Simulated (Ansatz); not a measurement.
The first iterations of a band of H2O + H5NSi (10 atoms, charge 0, multiplicity 1).

Level of theory: RKS PBE-D4/6-31G* in Ansatz.

| Property | Result |
| --- | --- |
| movable images | 5 |
| climbing image | yes |
| spring | 5.0 eV/Å² |
| optimiser | quadratic models (default) |
| start path | through a guess of the saddle point |
| force threshold | 0.05 eV/Å |
| iteration limit | 60 |
| end points | relaxed |

Image 0:

```xyz
10
Properties=species:S:1:pos:R:3
Si 0.362 -0.073 -0.146
H 0.517 0.018 1.340
H 1.734 -0.304 -0.729
H -0.188 1.186 -0.725
N -0.809 -1.364 -0.476
H -0.539 -2.298 -0.157
H -1.110 -1.431 -1.452
O -2.774 0.145 1.009
H -2.278 -0.537 0.485
H -2.561 -0.102 1.930
```

Image 6:

```xyz
10
Properties=species:S:1:pos:R:3
Si -0.331 0.156 -0.662
H -1.303 -1.224 3.092
H 1.062 0.528 -0.254
H -0.645 0.692 -2.033
N -0.658 -1.540 -0.809
H -0.324 -2.217 -0.124
H -0.761 -1.954 -1.734
O -1.245 0.861 0.561
H -2.194 0.638 0.490
H -1.247 -0.700 2.553
```

| iteration | highest image above the first end (eV) | largest band force component (eV/Å) |
| --- | --- | --- |
| 1 | 4.260 | 8.766 |
| 2 | 2.563 | 2.966 |
| 3 | 1.777 | 2.529 |
| 4 | 1.164 | 1.554 |
| 5 | 1.213 | 3.034 |
| 6 | 1.147 | 0.603 |
| 7 | 0.922 | 0.537 |
| 8 | 0.705 | 1.128 |
| 9 | 1.103 | 1.522 |
| 10 | 1.599 | 1.291 |
| 11 | 1.690 | 1.186 |
| 12 | 1.642 | 1.097 |
| 13 | 1.584 | 1.156 |

Does the band converge within its limit, and where does its top end?

The forces met the threshold. It ended after 39 iterations with the highest image 1.397 eV above the first end. Beside the main top the profile has a ripple of under 15 meV (maxima at images 2, 4), which may be a very shallow well or noise. Neighbouring images differ by up to 2.1 eV, so the band resolves the path poorly. A vibrational analysis at the climbing image gives one clearly imaginary mode, 1291i cm⁻¹: a first-order saddle point. The orbitals stay closed-shell, which can raise the energy where a bond breaks towards radicals; this wasn't checked here.

The run took 5.8 min on 1 thread of Arm Neoverse V1 (shared host), peak memory 0.12 GiB.
